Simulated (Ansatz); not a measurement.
Bond stretch in H2, singlet.

RKS-PBE = restricted PBE/aug-cc-pVQZ run with Ansatz (an electronic-structure program); UKS-PBE = unrestricted PBE/aug-cc-pVQZ (Ansatz); UKS-PBE0 = unrestricted PBE0/aug-cc-pVQZ run with Ansatz; FCI = Ansatz with full CI/aug-cc-pVQZ, frozen core.

Energies relative to the lowest point of each curve near equilibrium, in kcal/mol; the last columns give the error against full CI:

```csv
R / Å,RKS-PBE,UKS-PBE,UKS-PBE0,FCI,RKS-PBE − FCI,UKS-PBE − FCI,UKS-PBE0 − FCI
0.59,14.8,14.8,14.2,13.6,1.2,1.2,0.5
0.65,5.0,5.0,4.6,4.3,0.7,0.7,0.3
0.68,2.3,2.3,2.0,1.8,0.5,0.5,0.2
0.71,0.7,0.7,0.5,0.4,0.3,0.3,0.1
0.72,0.4,0.4,0.3,0.2,0.2,0.2,0.1
0.75,0.0,0.0,0.0,0.0,0.0,0.0,0.0
0.77,0.1,0.1,0.2,0.3,-0.1,-0.1,0.0
0.80,0.9,0.9,1.1,1.2,-0.3,-0.3,-0.1
0.83,2.1,2.1,2.5,2.6,-0.5,-0.5,-0.1
0.85,3.2,3.2,3.7,3.8,-0.6,-0.6,-0.1
0.93,9.0,9.0,9.9,10.0,-1.0,-1.0,-0.1
1.02,17.4,17.4,18.8,18.7,-1.3,-1.3,0.1
1.12,27.8,27.8,29.8,29.2,-1.4,-1.4,0.6
1.23,39.7,39.7,42.3,40.9,-1.3,-1.3,1.4
1.32,49.2,49.2,52.5,50.1,-0.9,-0.9,2.4
1.48,65.2,65.2,69.6,64.8,0.4,0.4,4.8
1.68,82.9,82.5,85.6,79.7,3.2,2.8,5.9
1.85,95.7,91.8,93.4,89.1,6.6,2.6,4.3
2.02,106.6,97.2,98.0,96.0,10.6,1.2,2.0
2.22,117.2,100.7,101.0,101.4,15.8,-0.6,-0.4
2.63,132.8,103.6,103.5,106.7,26.1,-3.1,-3.2
2.99,141.4,104.3,104.1,108.3,33.2,-4.0,-4.1
```

RKS-PBE is furthest from FCI at 2.99 (33.2 kcal/mol, above); its mean absolute error over the points is 4.8 kcal/mol.

UKS-PBE is furthest from FCI at 2.99 (-4.0 kcal/mol, below); its mean absolute error over the points is 1.1 kcal/mol.

UKS-PBE0 is furthest from FCI at 1.68 (5.9 kcal/mol, above); its mean absolute error over the points is 1.4 kcal/mol.

The restricted form behind RKS-PBE keeps the bonding electrons paired and can't separate into open-shell fragments. The unrestricted determinant behind UKS-PBE, UKS-PBE0 is spin-contaminated at 1.68 to 2.99 Å (<S²> up to 1.0, against 0.00 for a pure singlet).
